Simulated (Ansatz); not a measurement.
## Isomers

Structures of CH₂LiO, doublet, relaxed at PBE0-D4/def2-TZVP (vibrations not checked; lower isomers may exist, and structures with a doubtful reference or unclear bonds are left out). Computed with Ansatz 0.2.0 (basis: def2-TZVPP); correlated methods freeze the cores; orbitals are unrestricted. The outer core shell of Li, Na, Mg and K is correlated. B3LYP uses VWN-RPA correlation.

(1) Rank them by CCSD(T) energy, lowest first, and give each one's height above the lowest. Links in brackets join atoms within 1.22 times the sum of their covalent radii (1.1 for two metals). (An estimate is asked for; the value comes from the calculation.)
A.
CH₂LiO ([Li]1[CH2][O]1)
```
5
angstrom
Li -0.2198 1.6698 0.9079
C -1.0331 -0.0086 -0.0691
O 0.0226 0.6598 -0.4400
H -0.9178 -0.9742 0.4395
H -1.9873 0.1445 -0.5891
```
B.
a complex of CO + H₂ + Li
```
5
angstrom
Li 0.2903 -2.9399 0.8289
O -1.7734 0.2921 -0.1265
C -1.5067 1.3428 -0.4230
H 1.7086 0.2818 -0.0514
H 1.7880 0.9971 -0.2535
```
C.
CH₂LiO ([Li][O][CH2])
```
5
angstrom
Li -2.3940 0.3450 -0.7609
O -0.9391 0.2275 -0.1125
C 0.2424 0.1714 0.4530
H 0.4327 -0.5652 1.2340
H 1.0900 0.6712 -0.0167
```
D.
CH₂LiO ([Li]1[CH][OH]1)
```
5
angstrom
Li -1.6302 0.4943 -0.9263
O -0.9352 -0.0967 0.6592
C 0.0651 -0.0607 -0.4227
H 0.9927 -0.4990 -0.0372
H -0.7436 -0.7473 1.3381
```

(2) Do PBE-D4, r2SCAN-D4, PBE0-D4, B3LYP-D4, wB97M-V, HF, MP2 give the same order? (A judgement: the text doesn't fix the answer.)

No T1 diagnostic of these runs exceeds 0.020. ⟨S²⟩ of the unrestricted Hartree–Fock references: 0.75 to 0.77 (a pure state has 0.75).

For scale, one of the runs: CCSD(T)/def2-TZVPP, 109 basis functions, launched by `ansatz run in.yaml --threads 2 --pin off --events-out ev --progress --plain --max-ram 4352MiB`. The run took 17 s on 2 CPU threads of an Arm Neoverse V1 (shared host), with 0.9 GiB of host memory at its peak.

Answers

(1) Computed: A (0.0 kJ/mol), C (7.8 kJ/mol), B (102.8 kJ/mol), D (160.8 kJ/mol). Heights count from the lowest.

(2) By the calculation: Lowest first: HF C < A < B < D. The others agree with CCSD(T).
